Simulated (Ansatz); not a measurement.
A nudged elastic band was laid between two geometries of CH6SSi + H2 (11 atoms, charge 0, multiplicity 1).

The calculation used Ansatz 0.2.0, RKS PBE/def2-SVP.

| Item | Value |
| --- | --- |
| movable images | 5 |
| climbing image | yes |
| spring | 5.0 eV/Å² |
| optimiser | quadratic models (default) |
| start path | through a guess of the saddle point |
| force threshold | 0.05 eV/Å |
| iteration limit | 60 |
| end points | relaxed |

Initial state:

```xyz
11
Properties=species:S:1:pos:R:3
Si -0.888 -0.911 -0.335
S 0.703 -1.758 0.881
H -1.107 -1.752 -1.566
H -2.098 -1.020 0.550
C -0.561 0.879 -0.832
H 1.752 0.882 1.991
H 2.028 1.568 2.208
H 1.658 -1.637 -0.085
H -1.421 1.279 -1.409
H -0.410 1.514 0.064
H 0.344 0.956 -1.468
```

Final state:

```xyz
11
Properties=species:S:1:pos:R:3
Si -1.219 -0.121 0.452
S 2.697 -1.209 -0.010
H -1.192 -1.577 0.065
H -2.637 0.234 0.818
C -0.577 0.969 -0.949
H 1.755 -1.751 0.809
H -0.375 0.039 1.692
H 2.871 -0.155 0.834
H -1.197 0.849 -1.860
H -0.593 2.039 -0.658
H 0.466 0.683 -1.193
```

(1) What changes between the two ends?

(2) Give the energies along the band, and the barrier.

(3) What is the geometry of the highest image?

## Answers

(1) Bonds broken: Si1–S2, H6–H7. Bonds formed: Si1–H7, S2–H6. CH6SSi + H2 becomes CH6Si + H2S.

(2) The run converged. The highest image is number 4 of 0 to 6, 208.0 kJ/mol above the first end and 180.6 kJ/mol above the last; the last end lies 27.4 kJ/mol above the first. Neighbouring images differ by up to 2.1 eV, so the band resolves the path poorly. A vibrational analysis at the climbing image gives one clearly imaginary mode, 1125i cm⁻¹: a first-order saddle point. The orbitals stay closed-shell, which can raise the energy where a bond breaks towards radicals; this wasn't checked here.

```csv
image,path coordinate (Å),energy (kJ/mol),Si1–S2 (Å),H6–H7 (Å),Si1–H7 (Å)
0,0.00,0.0,2.17,0.77,4.60
1,2.08,1.6,2.17,0.77,4.83
2,4.15,2.7,2.17,0.77,4.78
3,6.23,6.6,2.18,0.77,3.42
4,8.31,208.0,2.59,0.97,1.77
5,9.97,34.3,3.69,2.00,1.51
6,11.63,27.4,4.09,2.92,1.51
```

(3) 
```xyz
11
Properties=species:S:1:pos:R:3
Si -0.677 -0.500 0.242
S 1.742 -1.397 0.430
H -1.009 -1.818 -0.414
H -1.971 -0.196 0.983
C -0.315 0.922 -0.940
H 0.763 -0.449 1.523
H -0.032 0.038 1.804
H 2.267 -0.252 -0.092
H -1.277 1.294 -1.351
H 0.174 1.765 -0.414
H 0.334 0.592 -1.772
```

Run time: 3.1 min on 2 threads of Arm Neoverse V1, on a shared host, peak memory 0.12 GiB.
